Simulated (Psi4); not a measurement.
Reaction (SMILES): C#CC → C1=CC1
B3LYP-D3(BJ)/def2-TZVP geometries, fixed; electronic energies without zero-point terms.

The isomerisation energy at MP2 with Psi4, in kcal/mol, split into its Hartree-Fock and correlation parts. Density fitting with the program's default auxiliary sets. Cores are frozen. No added dispersion term, no relativity. Functions are those of the species that has most.

```csv
basis,X,functions,Hartree-Fock,MP2
cc-pVDZ,2,62,26.00,23.29
cc-pVTZ,3,146,26.94,23.80
cc-pVQZ,4,285,26.97,23.79
```

Worked estimate of the basis-set limit from each neighbouring pair, with Hartree-Fock from the larger set and the correlation part extrapolated as X^-3.
Correlation parts: X = 2: -2.71, X = 3: -3.14, X = 4: -3.18.
- (2,3): (27·(-3.14) - 8·(-2.71))/19 = -3.32; with Hartree-Fock 26.94 the estimate is 23.62 kcal/mol.
- (3,4): (64·(-3.18) - 27·(-3.14))/37 = -3.21; with Hartree-Fock 26.97 the estimate is 23.76 kcal/mol.
The last two estimates differ by 0.14 kcal/mol; the largest set lies 0.03 from the last. Over the last step Hartree-Fock moves by 0.03 and the correlation part by -0.04.
